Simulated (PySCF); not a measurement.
Here is a computed PBE0-D3(BJ)/def2-SVP geometry (Å):
```
atom  x, y, z in Å
N1     1.2405   -0.3630    0.0123
Si2   -0.3093    0.3890    0.0934
N3    -1.5081   -0.8221   -0.1642
H4     1.4837   -1.1221    0.6380
H5     2.0549    0.1705   -0.2661
H6    -0.7189    1.0107    1.3975
H7    -0.2096    1.4989   -0.9130
H8    -2.4324   -0.7290    0.2377
H9    -1.5127   -1.3899   -1.0032
```

Neutral, closed shell.

Question: Read off the bonds between heavy atoms and their formal orders.

Answer: N1–Si2 1.72 Å (single); Si2–N3 1.72 Å (single). Bonds to hydrogen (Å): N1–H4 1.01; N1–H5 1.01; Si2–H6 1.50; Si2–H7 1.50; N3–H8 1.01; N3–H9 1.01.

Question: Which species is it?

Answer: `N[SiH2]N`, H6N2Si.

Question: Name the point group.

Answer: C2 (every atom within 0.08 Å of its image).

Question: Classify the heavy atoms.

Answer: N1/N3: silicon-bound nitrogen; Si2: SiH2 silicon.

Question: What is the arrangement about Si2?

Answer: It has 4 neighbours (N1, N3, H6, H7) and is distorted tetrahedral (angles from 103.4° to 117.8°).

Question: What is the arrangement about N1?

Answer: It has 3 neighbours (Si2, H4, H5) and has angles 120.9°, 120.4° and 111.8°, sum 353.1°, 0.18 Å off the plane of its three neighbours.
